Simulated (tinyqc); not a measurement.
Inside a calculation. Method: coupled-perturbed Hartree-Fock on RHF in the sto-3g basis, for H3O+, spin multiplicity 1. One step of it, computed by the program tinyqc.

Problem. Coupled step 1. U_ai = -(mu_ai + sum_bj [4 (ai|bj) - (ab|ij) - (aj|bi)] U_bj) / (e_a - e_i); alpha = -4 sum U_ai mu_ai.

uncoupled U, order a6, a7, a8:
$$\begin{pmatrix}
0.000000 & 0.000000 & 0.000000 & 0.562458 & 0.000000 \\
-0.002420 & 0.058317 & -0.359672 & 0.000000 & -0.294254 \\
0.000000 & 0.000000 & 0.000000 & 0.358869 & 0.000000
\end{pmatrix}$$

dipole integrals <a|y|i> (bohr), order a6, a7, a8:
$$\begin{pmatrix}
0.000000 & 0.000000 & 0.000000 & -0.661658 & 0.000000 \\
0.051095 & -0.118407 & 0.479067 & 0.000000 & 0.342424 \\
0.000000 & 0.000000 & 0.000000 & -0.478081 & 0.000000
\end{pmatrix}$$

orbital energies (hartree): MO1 -20.867180, MO2 -1.786311, MO3 -1.087869, MO4 -1.087631, MO5 -0.919613, MO6 0.088736, MO7 0.244087, MO8 0.244555

Two-electron integrals over orbitals (pq|rs), unique and non-zero (hartree):
```
(11|11) 4.744015    (21|11) -0.426025   (21|21) 0.060865    (22|11) 1.024859
(22|21) -0.014286   (22|22) 0.733993    (31|11) 0.000049    (31|21) -0.000005
(31|22) 0.000008    (31|31) 0.014239    (32|11) 1.28e-06    (32|21) 3.71e-06
(32|22) 0.000043    (32|31) 0.021400    (32|32) 0.139082    (33|11) 0.868992
(33|21) -0.006294   (33|22) 0.663544    (33|31) 0.002287    (33|32) 0.032704
(33|33) 0.668256    (41|41) 0.014242    (42|41) 0.021401    (42|42) 0.139046
(43|41) -0.002293   (43|42) -0.032739   (43|43) 0.041159    (44|11) 0.868997
(44|21) -0.006295   (44|22) 0.663510    (44|31) -0.002291   (44|32) -0.032733
(44|33) 0.585987    (44|44) 0.668248    (51|11) -0.120328   (51|21) 0.013857
(51|22) -0.013841   (51|31) -3.13e-06   (51|32) -8.99e-07   (51|33) -0.004019
(51|44) -0.004018   (51|51) 0.027595    (52|11) 0.061372    (52|21) -0.007280
(52|22) -0.020901   (52|31) -4.50e-07   (52|32) -1.54e-06   (52|33) 0.004835
(52|44) 0.004839    (52|51) 0.027744    (52|52) 0.134347    (53|11) -0.000053
(53|21) 2.19e-06    (53|22) -0.000018   (53|31) 0.003985    (53|32) 0.004711
(53|33) -0.005194   (53|44) 0.005160    (53|51) -3.76e-06   (53|52) -0.000017
(53|53) 0.036805    (54|41) 0.003986    (54|42) 0.004716    (54|43) 0.005177
(54|54) 0.036808    (55|11) 1.084179    (55|21) -0.013927   (55|22) 0.725529
(55|31) 3.01e-07    (55|32) -2.72e-06   (55|33) 0.650172    (55|44) 0.650167
(55|51) 0.012244    (55|52) 0.083724    (55|53) -0.000040   (55|55) 0.867777
(61|11) -0.277410   (61|21) 0.041075    (61|22) -0.006513   (61|31) -0.000024
(61|32) -0.000027   (61|33) -0.003575   (61|44) -0.003570   (61|51) 0.001558
(61|52) -0.013732   (61|53) -3.25e-06   (61|55) -0.013697   (61|61) 0.030226
(62|11) 0.331066    (62|21) -0.009135   (62|22) 0.147183    (62|31) -0.000017
(62|32) -0.000075   (62|33) 0.102027    (62|44) 0.102028    (62|51) -0.014022
(62|52) -0.024544   (62|53) -0.000029   (62|55) 0.141957    (62|61) -0.002266
(62|62) 0.084975    (63|11) -0.000531   (63|21) 0.000011    (63|22) -0.000247
(63|31) 0.006598    (63|32) -0.009338   (63|33) -0.023259   (63|44) 0.022882
(63|51) 2.39e-08    (63|52) -0.000051   (63|53) 0.007605    (63|55) -0.000278
(63|61) -1.35e-06   (63|62) -0.000152   (63|63) 0.050499    (64|41) 0.006597
(64|42) -0.009378   (64|43) 0.023078    (64|54) 0.007624    (64|64) 0.050603
(65|11) -0.131100   (65|21) -0.000485   (65|22) -0.074978   (65|31) -0.000009
(65|32) -0.000055   (65|33) -0.043838   (65|44) -0.043805   (65|51) 0.012587
(65|52) 0.034573    (65|53) -0.000028   (65|55) -0.066443   (65|61) -0.004351
(65|62) -0.048977   (65|63) 0.000073    (65|65) 0.037749    (66|11) 0.682487
(66|21) -0.006486   (66|22) 0.541483    (66|31) -0.000029   (66|32) -0.000229
(66|33) 0.510747    (66|44) 0.510922    (66|51) -0.016554   (66|52) -0.054191
(66|53) 0.000035    (66|55) 0.503004    (66|61) 0.000406    (66|62) 0.066408
(66|63) 0.000034    (66|65) -0.039127   (66|66) 0.487501    (71|41) 0.015874
(71|42) 0.022450    (71|43) -0.002113   (71|54) 0.004484    (71|64) 0.006968
(71|71) 0.017730    (72|41) 0.014591    (72|42) 0.047007    (72|43) 0.011842
(72|54) 0.018953    (72|64) 0.035604    (72|71) 0.015540    (72|72) 0.051757
(73|41) 0.002750    (73|42) 0.038076    (73|43) -0.004261   (73|54) -0.006121
(73|64) -0.023948   (73|71) 0.003117    (73|72) -0.002070   (73|73) 0.033049
(74|11) 0.365688    (74|21) -0.007465   (74|22) 0.156807    (74|31) 0.002752
(74|32) 0.038088    (74|33) 0.128417    (74|44) 0.119942    (74|51) 0.000655
(74|52) 0.038342    (74|53) -0.006133   (74|55) 0.187088    (74|61) -0.005516
(74|62) 0.080713    (74|63) -0.024038   (74|65) -0.033587   (74|66) 0.041826
(74|74) 0.147308    (75|41) 0.006447    (75|42) 0.039736    (75|43) -0.012206
(75|54) 0.022080    (75|64) -0.014575   (75|71) 0.007055    (75|72) 0.010876
(75|73) 0.014619    (75|75) 0.032745    (76|41) 0.012069    (76|42) 0.095156
(76|43) -0.040096   (76|54) -0.013816   (76|64) -0.045262   (76|71) 0.012948
(76|72) 0.000526    (76|73) 0.048181    (76|75) 0.031716    (76|76) 0.114001
(77|11) 0.782950    (77|21) -0.007746   (77|22) 0.580925    (77|31) -0.000622
(77|32) -0.031974   (77|33) 0.523593    (77|44) 0.596682    (77|51) -0.002790
(77|52) 0.001778    (77|53) 0.011234    (77|55) 0.573132    (77|61) -0.004674
(77|62) 0.070124    (77|63) 0.039514    (77|65) -0.025743   (77|66) 0.490003
(77|74) 0.062463    (77|77) 0.578332    (81|11) 0.000399    (81|21) -0.000061
(81|22) 4.46e-06    (81|31) -0.015877   (81|32) -0.022457   (81|33) -0.002101
(81|44) 0.002117    (81|51) -4.60e-06   (81|52) 0.000016    (81|53) -0.004485
(81|55) 0.000018    (81|61) -0.000020   (81|62) 0.000025    (81|63) -0.006972
(81|65) 0.000014    (81|66) 0.000034    (81|74) -0.003113   (81|77) 0.000568
(81|81) 0.017741    (82|11) -0.000489   (82|21) 0.000013    (82|22) -0.000215
(82|31) -0.014590   (82|32) -0.046985   (82|33) 0.011712    (82|44) -0.011987
(82|51) 0.000017    (82|52) 0.000016    (82|53) -0.018955   (82|55) -0.000211
(82|61) 0.000025    (82|62) -0.000059   (82|63) -0.035600   (82|65) 0.000079
(82|66) -0.000079   (82|74) 0.001949    (82|77) -0.021771   (82|81) 0.015545
(82|82) 0.051762    (83|11) -0.365709   (83|21) 0.007467    (83|22) -0.156776
(83|31) 0.002743    (83|32) 0.038090    (83|33) -0.119921   (83|44) -0.128453
(83|51) -0.000656   (83|52) -0.038347   (83|53) -0.006101   (83|55) -0.187088
(83|61) 0.005510    (83|62) -0.080721   (83|63) -0.023752   (83|65) 0.033544
(83|66) -0.042055   (83|74) -0.083142   (83|77) -0.097725   (83|81) -0.003119
(83|82) 0.002229    (83|83) 0.147346    (84|41) -0.002760   (84|42) -0.038059
(84|43) 0.004224    (84|54) 0.006104    (84|64) 0.023873    (84|71) -0.003128
(84|72) 0.002015    (84|73) -0.031067   (84|75) -0.014601   (84|76) -0.048111
(84|84) 0.032979    (85|11) 0.000115    (85|21) 1.13e-06    (85|22) 0.000060
(85|31) -0.006448   (85|32) -0.039747   (85|33) -0.012144   (85|44) 0.012233
(85|51) -0.000019   (85|52) -0.000060   (85|53) -0.022084   (85|55) 0.000046
(85|61) 0.000016    (85|62) 0.000073    (85|63) 0.014544    (85|65) -1.28e-06
(85|66) 0.000121    (85|74) -0.014592   (85|77) 0.015172    (85|81) 0.007059
(85|82) 0.010879    (85|83) -0.014658   (85|85) 0.032751    (86|11) 0.000081
(86|21) -1.95e-06   (86|22) -4.63e-06   (86|31) -0.012069   (86|32) -0.095115
(86|33) -0.039915   (86|44) 0.040027    (86|51) 0.000018    (86|52) 0.000069
(86|53) 0.013786    (86|55) 0.000065    (86|61) 0.000011    (86|62) 0.000017
(86|63) 0.045075    (86|65) 0.000066    (86|66) 0.000266    (86|74) -0.048099
(86|77) 0.059212    (86|81) 0.012953    (86|82) 0.000569    (86|83) -0.048208
(86|85) 0.031677    (86|86) 0.113724    (87|41) 0.000605    (87|42) 0.031829
(87|43) -0.036517   (87|54) -0.011232   (87|64) -0.039614   (87|71) 0.000542
(87|72) -0.021674   (87|73) 0.017558    (87|75) 0.015112    (87|76) 0.059147
(87|84) -0.017494   (87|87) 0.048610    (88|11) 0.783142    (88|21) -0.007751
(88|22) 0.581023    (88|31) 0.000656    (88|32) 0.032211    (88|33) 0.596837
(88|44) 0.523532    (88|51) -0.002790   (88|52) 0.001794    (88|53) -0.011279
(88|55) 0.573220    (88|61) -0.004680   (88|62) 0.070186    (88|63) -0.039855
(88|65) -0.025802   (88|66) 0.489745    (88|74) 0.097842    (88|77) 0.480730
(88|81) -0.000589   (88|82) 0.021562    (88|83) -0.062375   (88|85) -0.015206
(88|86) -0.059397   (88|88) 0.578681
```

Give: U after step 1; polarisability.

Solution.

U after step 1, order a6, a7, a8:
$$\begin{pmatrix}
0.000 & 0.000 & 0.000 & 0.714 & 0.000 \\
-0.003 & 0.093 & -0.454 & 0.000 & -0.390 \\
0.000 & 0.000 & 0.000 & 0.453 & 0.000
\end{pmatrix}$$

polarisability = 4.203 bohr^3
